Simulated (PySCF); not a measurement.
## Orbital picture of SN

PBE0 at R = 1.489 Å; S def2-TZVP, N def2-TZVP; no relativity (PySCF 2.14). State: ²Π (doublet), unpaired electrons π ↑. Only the outer orbitals are listed, counted within each symmetry.

| spin | orbital | occ. | ε (eV) | on S (%) | main shells (%) |
| --- | --- | --- | --- | --- | --- |
| α | 5σ | 1 | -26.51 | 44 | 48 N s, 34 S s |
| α | 6σ | 1 | -17.09 | 71 | 56 S s, 27 N s, 14 S p |
| α | 2π | 1 | -11.75 | 48 | 51 N p, 46 S p |
| α | 2π | 1 | -11.09 | 56 | 53 S p, 43 N p |
| α | 7σ | 1 | -11.00 | 31 | 49 N p, 28 S p, 20 N s |
| α | 3π | 1 | -6.32 | 59 | 53 S p, 41 N p |
| α | 3π | 0 | -3.60 | 53 | 47 S p, 47 N p |
| β | 5σ | 1 | -25.89 | 49 | 42 N s, 38 S s, 9 S p |
| β | 6σ | 1 | -16.15 | 70 | 53 S s, 28 N s, 16 S p |
| β | 2π | 1 | -10.88 | 60 | 58 S p, 39 N p |
| β | 7σ | 1 | -10.51 | 30 | 48 N p, 27 S p, 22 N s |
| β | 2π | 1 | -10.04 | 63 | 60 S p, 36 N p |
| β | 3π | 0 | -3.23 | 49 | 51 N p, 42 S p |
| β | 3π | 0 | -2.22 | 48 | 52 N p, 41 S p |

**Question.** Which are the highest filled and the lowest empty level, where do they sit, and how wide is the gap?

**Answer.** Highest filled α 3π at -6.32 eV (in %: 53 S p, 41 N p); lowest empty α 3π at -3.60 eV (in %: 47 S p, 47 N p); the gap at PBE0 is 2.72 eV. Both belong to one degenerate shell, split only by its one-sided filling, so this is no excitation gap.

- bond order (Mayer): 2.42
- ⟨S²⟩: 0.758
- charge on S (Mulliken, basis-dependent): 0.19
- charge on S (Löwdin, basis-dependent): 0.39
- dipole moment (positive dipole means S(−)N(+)): -1.83 D
- polarisability along the bond: 30.8 bohr³
- polarisability across the bond: 15.0 bohr³

The state was picked by a PBE0 search and need not be the measured ground state.
